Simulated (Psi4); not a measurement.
# MP2.5/cc-pVTZ-DK (sfX2C, fitted SCF) run of CCl2 (dichloromethylene), part 2 of 2

Psi4 1.11. The steps go on from the part before.

## 3. The doublet cation at the same level

ccl2.dat

```
memory 1.6 GB

molecule {
  1 2
  Cl     1.236700    -0.329300     0.644300
  C     -0.231600    -0.585100    -0.189800
  Cl    -1.005100     0.914500    -0.454500
  symmetry c1
}

set {
  basis        cc-pVTZ-DK
  reference    uhf
  scf_type     df
  freeze_core  true
  mp_type      conv
  relativistic x2c
}

energy('mp2.5')
```

Command:

```
$ psi4 -n 1 ccl2.dat ccl2.out
```

ccl2.out:

```text
Psi4 1.11 release

Relativistic analytic gradients are not implemented yet, re-routing to finite differences.

   => Loading Basis Set <=

    Name: CC-PVTZ-DK
    Role: ORBITAL
    Keyword: BASIS

         ---------------------------------------------------------
                                   SCF
                              UHF Reference
                        1 Threads,   1525 MiB Core
         ---------------------------------------------------------

  ==> Geometry <==

    Molecular point group: c1
    Full point group: Cs

    Geometry (in Angstrom), charge = 1, multiplicity = 2:

       Center              X                  Y                   Z               Mass
    ------------   -----------------  -----------------  -----------------  -----------------
         CL           1.311609712015    -0.495518764524     0.000000000000    34.968852682000
         C           -0.376896551970    -0.752438861991     0.000000000000    12.000000000000
         CL          -1.182272937235     0.753727588989    -0.000000000000    34.968852682000

  Running in c1 symmetry.

  Rotational constants: A =      1.69308  B =      0.12393  C =      0.11547 [cm^-1]
  Rotational constants: A =  50757.27051  B =   3715.20231  C =   3461.81326 [MHz]
  Nuclear repulsion =  118.034069031944654

  Charge       = 1
  Multiplicity = 2
  Electrons    = 39
  Nalpha       = 20
  Nbeta        = 19

  ==> Algorithm <==

  SCF Algorithm Type is DF.
  DIIS enabled.
  MOM disabled.
  Fractional occupation disabled.
  Guess Type is SAD.
  Energy threshold   = 1.00e-08
  Density threshold  = 1.00e-08
  Integral threshold = 1.00e-12

  ==> Primary Basis <==

  Basis Set: CC-PVTZ-DK
    Blend: CC-PVTZ-DK
    Number of shells: 34
    Number of basis functions: 98
    Number of Cartesian functions: 113
    Spherical Harmonics?: true
    Max angular momentum: 3

   => Loading Basis Set <=

    Name: (CC-PVTZ-DK AUX)
    Role: JKFIT
    Keyword: DF_BASIS_SCF

   => Loading Basis Set <=

    Name: (CC-PVTZ-DK AUX)
    Role: DECON
    Keyword: BASIS_RELATIVISTIC

  ==> Integral Setup <==

  DFHelper Memory: AOs need 0.027 GiB; user supplied 1.118 GiB.
  SCF_SUBTYPE=INCORE selected. In-core MEM_DF algorithm will be used.
  Using in-core AOs.

  ==> MemDFJK: Density-Fitted J/K Matrices <==

    J tasked:                   Yes
    K tasked:                   Yes
    wK tasked:                   No
    Memory [MiB]:              1144
    Algorithm:                 Core
    Schwarz Cutoff:           1E-12
    Mask sparsity (%):       0.0000
    Fitting Condition:        1E-10

   => Auxiliary Basis Set <=

  Basis Set: (CC-PVTZ-DK AUX)
    Blend: DEF2-UNIVERSAL-JKFIT
    Number of shells: 101
    Number of basis functions: 331
    Number of Cartesian functions: 399
    Spherical Harmonics?: true
    Max angular momentum: 4

 OEINTS: Using relativistic (X2C) overlap, kinetic, and potential integrals.
         ------------------------------------------------------------
         Spin-Free X2C Integrals at the One-Electron Level (SFX2C-1e)
         ------------------------------------------------------------

  ==> X2C Options <==

    Computational Basis: CC-PVTZ-DK
    X2C Basis: (CC-PVTZ-DK AUX)
    The X2C Hamiltonian will be computed in the X2C Basis

    Comparing only 98 out of 160 elements of H_Dirac

    The 1-norm of |H_X2C - H_Dirac| is: 59.936052133874

    WARNING: The X2C and Dirac Hamiltonians have substatially different eigenvalues!
             This is probably caused by the recontraction of the basis set.

  Minimum eigenvalue in the overlap matrix is 2.8148261102E-03.
  Reciprocal condition number of the overlap matrix is 6.5358004270E-04.
    Using symmetric orthogonalization.

  ==> Pre-Iterations <==

  SCF Guess: Superposition of Atomic Densities via on-the-fly atomic UHF (no occupation information).

   -------------------------
    Irrep   Nso     Nmo
   -------------------------
     A         98      98
   -------------------------
    Total      98      98
   -------------------------

  ==> Iterations <==

                           Total Energy        Delta E     RMS |[F,P]|

   @DF-UHF iter SAD:  -959.30483263767326   -9.59305e+02   0.00000e+00
   @DF-UHF iter   1:  -959.18477128660527    1.20061e-01   4.14756e-03 DIIS/ADIIS
   @DF-UHF iter   2:  -959.23625662118206   -5.14853e-02   3.40671e-03 DIIS/ADIIS
   @DF-UHF iter   3:  -959.29528407293810   -5.90275e-02   6.21635e-04 DIIS/ADIIS
   @DF-UHF iter   4:  -959.29957108081089   -4.28701e-03   2.40175e-04 DIIS/ADIIS
   @DF-UHF iter   5:  -959.30055942676631   -9.88346e-04   1.05372e-04 DIIS/ADIIS
   @DF-UHF iter   6:  -959.30082732241328   -2.67896e-04   3.71370e-05 DIIS
   @DF-UHF iter   7:  -959.30086344075971   -3.61183e-05   1.87159e-05 DIIS
   @DF-UHF iter   8:  -959.30087420380198   -1.07630e-05   1.09697e-05 DIIS
   @DF-UHF iter   9:  -959.30087930601542   -5.10221e-06   5.60177e-06 DIIS
   @DF-UHF iter  10:  -959.30088095830399   -1.65229e-06   1.83968e-06 DIIS
   @DF-UHF iter  11:  -959.30088110053384   -1.42230e-07   7.94473e-07 DIIS
   @DF-UHF iter  12:  -959.30088112214855   -2.16147e-08   3.81209e-07 DIIS
   @DF-UHF iter  13:  -959.30088112739145   -5.24290e-09   1.34027e-07 DIIS
   @DF-UHF iter  14:  -959.30088112793567   -5.44219e-10   6.17699e-08 DIIS
   @DF-UHF iter  15:  -959.30088112800411   -6.84395e-11   3.25786e-08 DIIS
   @DF-UHF iter  16:  -959.30088112802866   -2.45564e-11   9.97233e-09 DIIS
  Energy and wave function converged.

  ==> Post-Iterations <==

   @Spin Contamination Metric:   2.594669881E-02
   @S^2 Expected:                7.500000000E-01
   @S^2 Observed:                7.759466988E-01
   @S   Expected:                5.000000000E-01
   @S   Observed:                5.000000000E-01

    Orbital Energies [Eh]
    ---------------------

    Alpha Occupied:

       1A   -105.543622     2A   -105.543616     3A    -11.781649
       4A    -10.956353     5A    -10.956337     6A     -8.360829
       7A     -8.360822     8A     -8.354239     9A     -8.354232
      10A     -8.354041    11A     -8.354034    12A     -1.517365
      13A     -1.406221    14A     -1.119013    15A     -0.904714
      16A     -0.904532    17A     -0.821218    18A     -0.742997
      19A     -0.728213    20A     -0.727075

    Alpha Virtual:

      21A     -0.273610    22A     -0.090508    23A     -0.065273
      24A      0.132977    25A      0.143369    26A      0.183806
      27A      0.193805    28A      0.216727    29A      0.220503
      30A      0.264774    31A      0.271291    32A      0.278208
      33A      0.287869    34A      0.301079    35A      0.320137
      36A      0.324482    37A      0.398731    38A      0.417592
      39A      0.454349    40A      0.460413    41A      0.564122
      42A      0.643426    43A      0.648669    44A      0.816675
      45A      0.858666    46A      0.922376    47A      0.925840
      48A      0.976342    49A      1.049725    50A      1.103680
      51A      1.829243    52A      1.854290    53A      1.886736
      54A      1.886972    55A      1.907241    56A      1.919625
      57A      1.938286    58A      1.975604    59A      1.984368
      60A      1.988614    61A      1.990204    62A      2.003299
      63A      2.005934    64A      2.073494    65A      2.093464
      66A      2.101163    67A      2.106478    68A      2.125591
      69A      2.127510    70A      2.151827    71A      2.178948
      72A      2.278368    73A      2.280056    74A      2.290348
      75A      2.294851    76A      2.333950    77A      2.369874
      78A      2.370868    79A      2.372674    80A      2.467898
      81A      2.588700    82A      2.760512    83A      2.837401
      84A      2.860477    85A      2.995383    86A      3.041294
      87A      3.047244    88A      3.169388    89A      3.291909
      90A      3.372735    91A      3.431038    92A      3.520013
      93A      3.597183    94A      3.694728    95A      4.035609
      96A      4.493715    97A      5.400659    98A      6.861109

    Beta Occupied:

       1A   -105.542176     2A   -105.542170     3A    -11.752173
       4A    -10.954929     5A    -10.954907     6A     -8.356203
       7A     -8.356197     8A     -8.354986     9A     -8.354979
      10A     -8.349982    11A     -8.349975    12A     -1.492389
      13A     -1.392362    14A     -1.045720    15A     -0.872855
      16A     -0.815368    17A     -0.807006    18A     -0.737592
      19A     -0.714501

    Beta Virtual:

      20A     -0.279007    21A     -0.230228    22A     -0.072214
      23A     -0.025038    24A      0.134606    25A      0.164269
      26A      0.200748    27A      0.211558    28A      0.228944
      29A      0.245546    30A      0.266511    31A      0.275982
      32A      0.283690    33A      0.310557    34A      0.322077
      35A      0.329700    36A      0.333576    37A      0.408376
      38A      0.452727    39A      0.453942    40A      0.484511
      41A      0.574565    42A      0.651425    43A      0.665658
      44A      0.829885    45A      0.880208    46A      0.935714
      47A      0.942538    48A      1.007214    49A      1.064454
      50A      1.129427    51A      1.840644    52A      1.866380
      53A      1.892168    54A      1.894540    55A      1.914890
      56A      1.926448    57A      1.947153    58A      1.982469
      59A      1.985309    60A      1.990980    61A      2.002543
      62A      2.012351    63A      2.030135    64A      2.098779
      65A      2.103470    66A      2.109303    67A      2.110543
      68A      2.132580    69A      2.136882    70A      2.150690
      71A      2.185369    72A      2.279209    73A      2.289502
      74A      2.290271    75A      2.304301    76A      2.342198
      77A      2.379396    78A      2.379421    79A      2.385750
      80A      2.479373    81A      2.606421    82A      2.780346
      83A      2.856981    84A      2.878267    85A      3.047472
      86A      3.062696    87A      3.100123    88A      3.182040
      89A      3.331522    90A      3.386746    91A      3.441030
      92A      3.539803    93A      3.625602    94A      3.726930
      95A      4.049360    96A      4.498049    97A      5.405513
      98A      6.874686

    Final Occupation by Irrep:
              A
    DOCC [    19 ]
    SOCC [     1 ]
    NA   [    20 ]
    NB   [    19 ]

  @DF-UHF Final Energy:  -959.30088112802866

   => Energetics <=

    Nuclear Repulsion Energy =            118.0340690319446537
    One-Electron Energy =               -1548.1323076902938283
    Two-Electron Energy =                 470.7973575303204825
    Total Energy =                       -959.3008811280286636

  UHF NO Occupations:
  HONO-2 :   18  A 1.9969866
  HONO-1 :   19  A 1.9940607
  HONO-0 :   20  A 1.0000000
  LUNO+0 :   21  A 0.0059393
  LUNO+1 :   22  A 0.0030134
  LUNO+2 :   23  A 0.0029483
  LUNO+3 :   24  A 0.0005472

Computation Completed

Properties will be evaluated at   0.000000,   0.000000,   0.000000 [a0]

Properties computed using the SCF density matrix

 Multipole Moments:

 ------------------------------------------------------------------------------------
     Multipole            Electronic (a.u.)      Nuclear  (a.u.)        Total (a.u.)
 ------------------------------------------------------------------------------------

 L = 1.  Multiply by 2.5417464519 to convert [e a0] to [Debye]
 Dipole X            :         -0.0514611           -0.1183992           -0.1698603
 Dipole Y            :         -0.1028706           -0.2363729           -0.3392435
 Dipole Z            :          0.0000000            0.0000000            0.0000000
 Magnitude           :                                                    0.3793925

 ------------------------------------------------------------------------------------

	total time  =          2 seconds =       0.03 minutes
   => Loading Basis Set <=

    Name: (CC-PVTZ-DK AUX)
    Role: DECON
    Keyword: BASIS_RELATIVISTIC

 MINTS: Wrapper to libmints.

   Calculation information:
      Number of threads:                 1
      Number of atoms:                   3
      Number of AO shells:              34
      Number of SO shells:              34
      Number of primitives:            146
      Number of atomic orbitals:       113
      Number of basis functions:        98

      Number of irreps:                  1
      Integral cutoff                 1.00e-12
      Number of functions per irrep: [  98 ]

 OEINTS: Overlap, kinetic, potential, dipole, and quadrupole integrals
         stored in file 35.

      Computing two-electron integrals...done
      Computed 5785831 non-zero two-electron integrals.
        Stored in file 33.

  Module OCC Options:
  ----------------------------------------------------------------------------
  ACTIVE                        => (empty)
  BASIS_RELATIVISTIC            => (empty)
  BENCH                         => (empty)
  CACHELEVEL                    => (empty)
  CCL_ENERGY                    => (empty)
  CC_MAXITER                    => (empty)
  CC_TYPE                       => (empty)
  CEPA_OS_SCALE                 => (empty)
  CEPA_SOS_SCALE                => (empty)
  CEPA_SS_SCALE                 => (empty)
  CEPA_TYPE                     => (empty)
  CI_TYPE                       => (empty)
  CUBEPROP_BASIS_FUNCTIONS      => (empty)
  CUBEPROP_FILEPATH             => (empty)
  CUBEPROP_ISOCONTOUR_THRESHOLD => (empty)
  CUBEPROP_ORBITALS             => (empty)
  CUBEPROP_TASKS                => (empty)
  CUBIC_BASIS_TOLERANCE         => (empty)
  CUBIC_BLOCK_MAX_POINTS        => (empty)
  CUBIC_GRID_OVERAGE            => (empty)
  CUBIC_GRID_SPACING            => (empty)
  CUTOFF                        => (empty)
  DDX                           => (empty)
  DEBUG                         => (empty)
  DERTYPE                       => (empty)
  DF_BASIS_CC                   => (empty)
  DIE_IF_NOT_CONVERGED          => (empty)
  DIIS_MAX_VECS                 => (empty)
  DIIS_MIN_VECS                 => (empty)
  DKH_ORDER                     => (empty)
  DOCC                          => (empty)
  DO_DIIS                       => (empty)
  DO_LEVEL_SHIFT                => (empty)
  DO_SCS                        => (empty)
  DO_SOS                        => (empty)
  E3_SCALE                      => (empty)
  EA_POLES                      => (empty)
  EKT_EA                        => (empty)
  EKT_IP                        => (empty)
  EP_EA_POLES                   => (empty)
  EP_IP_POLES                   => (empty)
  EP_MAXITER                    => (empty)
  EXTERNAL_POTENTIAL_SYMMETRY   => (empty)
  E_CONVERGENCE                 => 1e-06           !
  FREEZE_CORE                   => TRUE            !
  FREEZE_CORE_POLICY            => (empty)
  FROZEN_DOCC                   => (empty)
  FROZEN_UOCC                   => (empty)
  INTEGRAL_PACKAGE              => (empty)
  IP_POLES                      => (empty)
  LEVEL_SHIFT                   => (empty)
  LITERAL_CFOUR                 => (empty)
  LS_THC_BASIS_TOLERANCE        => (empty)
  LS_THC_DF                     => (empty)
  LS_THC_PRUNING_SCHEME         => (empty)
  LS_THC_RADIAL_POINTS          => (empty)
  LS_THC_SPHERICAL_POINTS       => (empty)
  LS_THC_S_EPSILON              => (empty)
  LS_THC_WEIGHTS_TOLERANCE      => (empty)
  MAT_NUM_COLUMN_PRINT          => (empty)
  MAX_MOGRAD_CONVERGENCE        => (empty)
  MAX_RADIAL_MOMENT             => (empty)
  MBIS_D_CONVERGENCE            => (empty)
  MBIS_MAXITER                  => (empty)
  MBIS_PRUNING_SCHEME           => (empty)
  MBIS_RADIAL_POINTS            => (empty)
  MBIS_SPHERICAL_POINTS         => (empty)
  MOGRAD_DAMPING                => (empty)
  MOLDEN_WITH_VIRTUAL           => (empty)
  MO_MAXITER                    => (empty)
  MO_READ                       => (empty)
  MO_STEP_MAX                   => (empty)
  MO_WRITE                      => (empty)
  MP2_OS_SCALE                  => (empty)
  MP2_SOS_SCALE                 => (empty)
  MP2_SOS_SCALE2                => (empty)
  MP2_SS_SCALE                  => (empty)
  MP2_TYPE                      => (empty)
  MP_TYPE                       => CONV            !
  NAT_ORBS                      => (empty)
  NUM_FROZEN_DOCC               => (empty)
  NUM_FROZEN_UOCC               => (empty)
  NUM_GPUS                      => (empty)
  OCC_ORBS_PRINT                => (empty)
  OEPROP                        => (empty)
  OPT_METHOD                    => (empty)
  ORBITAL_OPTIMIZER_PACKAGE     => (empty)
  ORB_OPT                       => FALSE           !
  ORB_RESP_SOLVER               => (empty)
  ORTH_TYPE                     => (empty)
  OS_SCALE                      => (empty)
  PARENT_SYMMETRY               => (empty)
  PCG_BETA_TYPE                 => (empty)
  PCG_CONVERGENCE               => (empty)
  PCG_MAXITER                   => (empty)
  PCM                           => (empty)
  PE                            => (empty)
  PRINT                         => (empty)
  PRINT_NOONS                   => (empty)
  PROPERTIES                    => (empty)
  PROPERTIES_ORIGIN             => (empty)
  PUREAM                        => (empty)
  QC_MODULE                     => (empty)
  RAS1                          => (empty)
  RAS2                          => (empty)
  RAS3                          => (empty)
  RAS4                          => (empty)
  RELATIVISTIC                  => X2C             !
  RELAXED                       => (empty)
  REMP_A                        => (empty)
  RESTRICTED_DOCC               => (empty)
  RESTRICTED_UOCC               => (empty)
  RMS_MOGRAD_CONVERGENCE        => (empty)
  R_CONVERGENCE                 => (empty)
  SCF_TYPE                      => DF              !
  SCREENING                     => (empty)
  SCS_TYPE                      => (empty)
  SOCC                          => (empty)
  SOS_TYPE                      => (empty)
  SPIN_SCALE_TYPE               => NONE            !
  SS_SCALE                      => (empty)
  SYMMETRIZE                    => (empty)
  TPDM_ABCD_TYPE                => (empty)
  WFN                           => (empty)
  WFN_TYPE                      => OMP2.5          !
  WRITER_FILE_LABEL             => (empty)
  ZORA_BASIS_TOLERANCE          => (empty)
  ZORA_NR_DEBUG                 => (empty)
  ZORA_PRUNING_SCHEME           => (empty)
  ZORA_RADIAL_POINTS            => (empty)
  ZORA_SPHERICAL_POINTS         => (empty)

 ==============================================================================
 ==============================================================================
 ==============================================================================

                             MP2.5

 ==============================================================================
 ==============================================================================
 ==============================================================================

	MO spaces per irreps...

	IRREP   FC   AOCC  BOCC  AVIR    BVIR  FV
	==========================================
	   A    11     9     8    78     79     0
	==========================================

	Computing MP2 energy using SCF MOs (Canonical MP2)...
	==============================================================================
	Nuclear Repulsion Energy (a.u.)    :   118.03406903194467
	SCF Energy (a.u.)                  :  -959.30088112802866
	REF Energy (a.u.)                  :  -959.30088112802866
	Alpha-Alpha Contribution (a.u.)    :    -0.06736786115721
	Alpha-Beta Contribution (a.u.)     :    -0.36392240420116
	Beta-Beta Contribution (a.u.)      :    -0.05876374587868
	Scaled_SS Correlation Energy (a.u.):    -0.04204386901196
	Scaled_OS Correlation Energy (a.u.):    -0.43670688504139
	SCS-MP2 Total Energy (a.u.)        :  -959.77963188208196
	SOS-MP2 Total Energy (a.u.)        :  -959.77398025349021
	SCSN-MP2 Total Energy (a.u.)       :  -959.52287275641186
	SCS-MP2-VDW Total Energy (a.u.)    :  -959.82976760892404
	SOS-PI-MP2 Total Energy (a.u.)     :  -959.81037249391034
	MP2 Correlation Energy (a.u.)      :    -0.49005401123705
	MP2 Total Energy (a.u.)            :  -959.79093513926568
	==============================================================================

	Computing MP2.5 energy using SCF MOs (Canonical MP2.5)...
	==============================================================================
	Nuclear Repulsion Energy (a.u.)    :   118.03406903194467
	SCF Energy (a.u.)                  :  -959.30088112802866
	REF Energy (a.u.)                  :  -959.30088112802866
	Alpha-Alpha Contribution (a.u.)    :    -0.06629841714730
	Alpha-Beta Contribution (a.u.)     :    -0.38135559349869
	Beta-Beta Contribution (a.u.)      :    -0.05734882068133
	0.5 Energy Correction (a.u.)       :    -0.01494882009035
	MP2.5 Correlation Energy (a.u.)    :    -0.50500283132732
	MP2.5 Total Energy (a.u.)          :  -959.80588395935604
	==============================================================================

	total time  =         12 seconds =       0.20 minutes

    Psi4 run time: 0:00:19.87
```

Wall time 22 s (1 thread of Intel Xeon Platinum 8375C at 2.90GHz (Ice Lake), shared host); peak memory 0.83 GiB.

## 4. Summary of results

What follows sums up all 2 parts.

At MP2.5/cc-pVTZ-DK (sfX2C, fitted SCF), 11 core orbitals frozen:

| quantity | value |
| --- | --- |
| singlet CCl2: total energy | -960.17194 Eh |
| singlet CCl2: HOMO energy (Hartree–Fock orbitals) | -10.84 eV |
| singlet CCl2: LUMO energy (Hartree–Fock orbitals) | 0.93 eV |
| singlet CCl2: HOMO–LUMO gap (Hartree–Fock orbitals) | 11.77 eV |
| singlet CCl2: correlation energy (11 core orbitals frozen) | -532.6 mEh |
| doublet cation: total energy | -959.80588 Eh |
| doublet cation: HOMO energy (Hartree–Fock orbitals) (highest over α and β) | -19.44 eV |
| doublet cation: LUMO energy (Hartree–Fock orbitals) (lowest over α and β) | -7.59 eV |
| doublet cation: correlation energy (11 core orbitals frozen) | -505.0 mEh |
| doublet cation: ⟨S²⟩ of the reference determinant | 0.776 |
| vertical ionisation energy (to the doublet cation) | 9.961 eV |

**Reading.** Removing an electron at fixed nuclei costs 9.96 eV (230 kcal/mol).
